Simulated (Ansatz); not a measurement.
# Polycrystal shear modulus of rhombohedral A7 Bi at several levels of theory

No measured value is used here.

Task: Put these levels in order of the polycrystal shear modulus that they give for rhombohedral A7 Bi, smallest first: LDA (Ansatz, a first-principles code), PBE (Ansatz), PBE+SOC (Ansatz), PBEsol (Ansatz), PBEsol+SOC (Ansatz).

Result: PBE+SOC (6.10 GPa), PBEsol+SOC (10.0 GPa), PBE (11.1 GPa), PBEsol (13.7 GPa), LDA (14.8 GPa)

Unless a cell is named, each level is at its own relaxed cell (LDA 33.50, PBE 36.92, PBE+SOC 38.34, PBEsol 34.43, PBEsol+SOC 35.51 Å³/atom).

Density-functional levels without +SOC have no spin–orbit coupling. PBEsol, PBE+SOC, PBE, PBEsol+SOC: the cell comes from a level without a dispersion term, which matters for the spacing of layers, chains or molecules. LDA: LDA has no dispersion term either, though it tends to give short spacings of layers, chains or molecules. Each level is taken at its own relaxed cell. Ansatz's density-functional and Hartree–Fock values are scalar-relativistic unless marked +SOC, with PAW data made under PBE.
